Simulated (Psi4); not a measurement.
**SiH3F (SMILES F[SiH3]): HF/def2-TZVPP**

Aim: the energy change on altering one bond length of SiH3F at HF/def2-TZVPP, from 2 runs. 

The results are computed with Psi4 1.11.

1 further run of the same task is left out (set aside as unsound or not needed).

## Step 1: The system as given

SiH3F: 5 atoms, total charge 0, spin state singlet. SMILES: `F[SiH3]`. The coordinates come from a PBE0-D4/def2-TZVP relaxation.

Bond lengths: F1–Si2 1.600 Å, Si2–H3 1.482 Å, Si2–H4 1.482 Å, Si2–H5 1.482 Å. Angles: F1–Si2–H3 108.3°, F1–Si2–H4 108.3°, F1–Si2–H5 108.3°, H3–Si2–H4 110.6°, H3–Si2–H5 110.6°, H4–Si2–H5 110.6°.

## Step 2: Energy and forces at HF/def2-TZVPP

The input, calc.in:

```
memory 1.6 GB

molecule geom {
  0 1
  F
  Si 1 1.59994
  H 2 1.481757 1 108.32834
  H 2 1.48166 3 110.58575 1 118.57536
  H 2 1.481652 4 110.58883 3 -122.84593
  symmetry c1
}

set puream true
set e_convergence 1e-09
set d_convergence 1e-08
set scf_type pk

E, wfn = gradient("hf/def2-TZVPP", return_wfn=True)
```

Launch:

```sh
$ psi4 calc.in calc.out -n 1
```

calc.out:

```text
[...]
  Running in c1 symmetry.
[...]
  Nuclear repulsion =   63.042811053705492
[...]
  Multiplicity = 1
[...]
  Nalpha       = 13
  Nbeta        = 13
[...]
    Number of basis functions: 115
[...]
   @RHF iter   1:  -390.18594422000558   -6.44543e-01   2.88189e-03 ADIIS/DIIS
[...]
   @RHF iter  10:  -390.23211232155342   -2.78533e-12   2.58893e-09 DIIS
[...]
    Orbital Energies [Eh]
    ---------------------
    Doubly Occupied:
       1A    -68.815755     2A    -26.284853     3A     -6.160902
       4A     -4.268273     5A     -4.267272     6A     -4.267271
       7A     -1.585561     8A     -0.774966     9A     -0.668323
      10A     -0.668322    11A     -0.640023    12A     -0.491160
      13A     -0.491140
[...]
  @RHF Final Energy:  -390.23211232155342
   => Energetics <=
    Nuclear Repulsion Energy =             63.0428110537054920
    One-Electron Energy =                -667.7822024993541845
    Two-Electron Energy =                 214.5072791240953052
    Total Energy =                       -390.2321123215534158
[...]
 Multipole Moments:
 ------------------------------------------------------------------------------------
     Multipole            Electronic (a.u.)      Nuclear  (a.u.)        Total (a.u.)
 ------------------------------------------------------------------------------------
 L = 1.  Multiply by 2.5417464519 to convert [e a0] to [Debye]
 Dipole X            :          0.0001194           -0.0000732            0.0000462
 Dipole Y            :          0.0002333           -0.0001373            0.0000959
 Dipole Z            :         -3.3514478            3.9160632            0.5646154
 Magnitude           :                                                    0.5646154
[...]
  -Total Gradient:
     Atom            X                  Y                   Z
    ------   -----------------  -----------------  -----------------
       1       -0.000001630993    -0.000001995804    -0.016116476204
       2        0.000007992844     0.000037939587     0.010509882782
       3       -0.000002845974    -0.004642895044     0.001875100617
       4       -0.003992841313     0.002302598517     0.001865782405
       5        0.003989325435     0.002304352744     0.001865710405
[...]
```

It took 22 s on 1 thread of Intel Xeon Platinum 8259CL at 2.50GHz (Skylake/Cascade Lake), shared host; peak memory 0.55 GiB.

## Step 3: The distorted shape

The input, fh3si.xyz:

```xyz
5
FH3Si
F     -0.781271     0.370764     2.553632
Si     0.536629     0.188664     1.664932
H     -0.367800    -0.192600    -1.443700
H      1.261929    -1.009936     2.147232
H      1.373829     1.401364     1.819032
```

The input, calc.py:

```python
import psi4

psi4.set_memory('1600 MB')
psi4.set_num_threads(1)
psi4.set_output_file('fh3si.out', False)

with open('fh3si.xyz') as f:
    atoms = ''.join(f.readlines()[2:])
m = psi4.geometry('0 1\n' + atoms + 'symmetry c1')

options = {'basis': 'def2-TZVPP', 'puream': True, 'e_convergence': 1e-09, 'd_convergence': 1e-08, 'scf_type': 'pk'}
psi4.set_options(options)

e_tot, wfn = psi4.gradient('scf', return_wfn=True)
psi4.oeprop(wfn, 'LOWDIN_CHARGES', 'QUADRUPOLE', 'WIBERG_LOWDIN_INDICES', title='SCF')
print('gradient / Eh bohr^-1')
print(e_tot.np.round(6))
print(f'energy = {wfn.energy():.10f} Eh')
```

Launch:

```sh
$ python calc.py
```

fh3si.out:

```text
[...]
  Running in c1 symmetry.
[...]
  Nuclear repulsion =   59.412045461755042
[...]
  Multiplicity = 1
[...]
  Nalpha       = 13
  Nbeta        = 13
[...]
    Number of basis functions: 115
[...]
   @RHF iter   1:  -389.98189319480434   -7.17993e-01   2.86506e-03 DIIS/ADIIS
[...]
   @RHF iter  10:  -390.02975112286987   -3.39355e-11   8.88883e-09 DIIS
[...]
    Orbital Energies [Eh]
    ---------------------
    Doubly Occupied:
       1A    -68.905399     2A    -26.329493     3A     -6.243954
       4A     -4.350782     5A     -4.350030     6A     -4.349317
       7A     -1.626340     8A     -0.805816     9A     -0.708819
      10A     -0.702056    11A     -0.660090    12A     -0.534449
      13A     -0.305815
[...]
  @RHF Final Energy:  -390.02975112286987
   => Energetics <=
    Nuclear Repulsion Energy =             59.4120454617550422
    One-Electron Energy =                -659.1388743169447935
    Two-Electron Energy =                 209.6970777323199115
    Total Energy =                       -390.0297511228698113
[...]
  -Total Gradient:
     Atom            X                  Y                   Z
    ------   -----------------  -----------------  -----------------
       1       -0.022302096930     0.004054741257     0.022199190159
       2        0.020927778812    -0.000875725760     0.000647943179
       3       -0.012607006560    -0.005143948434    -0.042075171838
       4        0.006873911543    -0.001535682176     0.009956947395
       5        0.007107413135     0.003500615114     0.009271091104
[...]
 Multipole Moments:
 ------------------------------------------------------------------------------------
     Multipole            Electronic (a.u.)      Nuclear  (a.u.)        Total (a.u.)
 ------------------------------------------------------------------------------------
 L = 1.  Multiply by 2.5417464519 to convert [e a0] to [Debye]
 Dipole X            :         -1.8834462            2.7819736            0.8985274
 Dipole Y            :          0.7383418           -0.6328313            0.1055105
 Dipole Z            :          4.7812195           -3.7002893            1.0809301
 Magnitude           :                                                    1.4095723
 L = 2.  Multiply by 1.3450342976 to convert [e a0^2] to [Debye ang]
 Quadrupole XX       :        -61.8430287           46.1839734          -15.6590553
 Quadrupole XY       :          4.0307003           -4.0715164           -0.0408161
[...]
```

The script printed:

```text
gradient / Eh bohr^-1
[[-0.022302  0.004055  0.022199]
 [ 0.020928 -0.000876  0.000648]
 [-0.012607 -0.005144 -0.042075]
 [ 0.006874 -0.001536  0.009957]
 [ 0.007107  0.003501  0.009271]]
energy = -390.0297511229 Eh
```

Wall time 18 s (1 thread of Intel Xeon Platinum 8259CL at 2.50GHz (Skylake/Cascade Lake), shared host); peak memory 0.54 GiB.

## Step 4: What came out

At HF/def2-TZVPP:

| quantity | value |
| --- | --- |
| first shape: total energy | -390.23211 Eh |
| first shape: dipole moment | 1.44 D |
| first shape: HOMO energy | -13.36 eV |
| first shape: LUMO energy | 2.91 eV |
| first shape: HOMO–LUMO gap | 16.27 eV |
| first shape: largest force on an atom | 0.829 eV/Å |
| distorted shape: total energy | -390.02975 Eh |
| distorted shape: dipole moment | 3.58 D |
| distorted shape: HOMO energy | -8.32 eV |
| distorted shape: LUMO energy | -1.06 eV |
| distorted shape: HOMO–LUMO gap | 7.26 eV |
| distorted shape: largest force on an atom | 2.274 eV/Å |
| energy change with the Si2–H3 bond stretched from 1.482 to 3.260 Å | 5.507 eV |

What this shows: One bond (distorted shape) is far stretched, which a spin-restricted single reference describes badly; a broken-symmetry solution may lie lower. With the Si2–H3 bond stretched from 1.482 to 3.260 Å the energy rises by 5.51 eV (127 kcal/mol). The first shape isn't relaxed at this level, so the change isn't measured from a minimum. A restricted reference can't describe the breaking bond well at this length. The largest force (first shape) is 0.83 eV/Å: the shape isn't a stationary point for this species at this level.
